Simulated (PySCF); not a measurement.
Broadened absorption spectrum of thiane

Species: thiane, C5H10S.
Structure used (GFN2-xTB), in Å, numbered top down from 1:
```xyz
16
C5H10S angstrom
C     -0.043   -1.185    0.179
C     -1.327   -0.411   -0.115
C     -1.255    1.018    0.395
S      0.042    1.958   -0.469
C      1.425    0.857   -0.037
C      1.166   -0.562   -0.516
H      0.130   -1.205    1.259
H     -0.159   -2.216   -0.160
H     -2.173   -0.913    0.362
H     -1.505   -0.397   -1.192
H     -2.185    1.553    0.204
H     -1.036    1.050    1.464
H      1.555    0.893    1.047
H      2.304    1.283   -0.517
H      0.999   -0.548   -1.596
H      2.054   -1.167   -0.319
```

Theory: TDDFT wB97X-D/def2-SVPD, vertical, gas phase, core orbitals frozen in the response in PySCF 2.14.0, density-fitted response routines.

Each state is given a Gaussian of 0.25 eV full width at half maximum, with ε(max) = 2.175×10⁸ f / Δν̃ (Δν̃ the width in cm⁻¹). The cross-section is σ = 3.8235×10⁻²¹ ε cm², given in Mb (10⁻¹⁸ cm²). The width is an assumption, not a result. The curve ends short of the highest state used, and states not computed would add to its high-energy end.

```tsv
λ (nm)	σ (Mb)
168.8	3.67
170.5	2.55
172.2	2.65
173.9	3.67
175.6	3.95
177.3	2.93
179.1	1.72
180.8	2.05
182.5	4.72
184.2	9.23
185.9	12.99
187.6	13.34
189.3	10.87
191.0	9.13
192.7	10.79
194.5	15.09
196.2	17.74
197.9	16.40
199.6	11.83
201.3	6.72
203.0	3.03
204.7	1.10
206.4	0.33
208.1	0.08
209.9	0.01
211.6	0.00
213.3	0.00
215.0	0.00
216.7	0.01
218.4	0.01
220.1	0.03
221.8	0.04
223.5	0.06
225.3	0.07
227.0	0.06
228.7	0.05
230.4	0.04
232.1	0.02
233.8	0.01
235.5	0.01
237.2	0.00
238.9	0.00
240.7	0.00
242.4	0.00
```

**Question.** Where are the band maxima, and which computed states make them?

**Answer.** 226 nm (5.49 eV), ε about 17, made up of S1 (100%); 197 nm (6.31 eV), ε about 4700, made up of S2 (99%); 187 nm (6.63 eV), ε about 3600, made up of S3 (99%); 175 nm (7.08 eV), ε about 1000, made up of S4 (99%) (ε in L mol⁻¹ cm⁻¹; maxima over ε = 5, shares over 10%). At its high-energy end, 7.35 eV, the curve is still rising (ε about 980, from S5). The states used: S1 5.49 eV (f 0.0002); S2 6.31 eV (f 0.043); S3 6.64 eV (f 0.033); S4 7.08 eV (f 0.0097); S5 7.41 eV (f 0.010); S6 7.76 eV (f 0.0066); S7 7.84 eV (f 0.046); S8 7.95 eV (f 0.0051).

**Question.** On this curve, what absorbance would a 10⁻⁴ mol/L sample give at 193 nm over a 1 cm path?

**Answer.** 193 nm is 6.424 eV, where ε is about 3000 L mol⁻¹ cm⁻¹, so A = ε c l ≈ 0.3 (Beer–Lambert, with the gas-phase spectrum and the assumed width).

**Question.** Coming from long wavelengths, where does ε first pass 100 L mol⁻¹ cm⁻¹?

**Answer.** At about 206 nm (6.01 eV), 0.52 eV above S1.

**Question.** What would ε be at 6.31 eV, the highest of these maxima, with half the width (0.125 eV)?

**Answer.** About 9250 L mol⁻¹ cm⁻¹ against 4660, a factor of about 1.98; a lone state at its own centre would give exactly 2.

One conformer stands for the species.
